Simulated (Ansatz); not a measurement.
Compare A (`CCCOC`) with its isomer B (`CC(C)CO`).

Gas-phase electronic energies from Ansatz, PBE0-D4/def2-TZVP geometries. CCSD(T)/CBS adds triple-zeta CCSD(T) − MP2 to the extrapolated MP2 energy (def2 sets, frozen cores). Functionals use def2-TZVPP. B3LYP here is the variant with VWN-RPA as its local correlation; programs differ in this. One conformer a species, not always the lowest.

Which is lower in electronic energy at CCSD(T)/CBS, and by how much? (An estimate is asked.)

The calculation gave: B, by 46.3 kJ/mol.

Give E(B) − E(A) in kJ/mol with B3LYP, PBE0-D4, CCSD/def2-TZVPP, r2SCAN-D4, HF/def2-TZVPP, B2PLYP, CCSD(T)/def2-TZVPP. (An estimate is asked.)

Computed: B3LYP -32.0, PBE0-D4 -42.1, CCSD/def2-TZVPP -43.0, r2SCAN-D4 -41.0, HF/def2-TZVPP -28.3, B2PLYP -37.8, CCSD(T)/def2-TZVPP -44.5. None reverses the order clearly.

Largest T1 diagnostic: 0.009.

The D4 term adds −4.5 kJ/mol with B3LYP and −2.4 kJ/mol with PBE0; it sums over pairs of atoms, weighted by their polarisabilities, and B3LYP, whose exchange is more repulsive, gets the larger term. In def2-TZVPP, CCSD(T) changes the Hartree–Fock value by −16.1 kJ/mol (the triples alone add −1.5 kJ/mol) and MP2 by −20.8 kJ/mol.
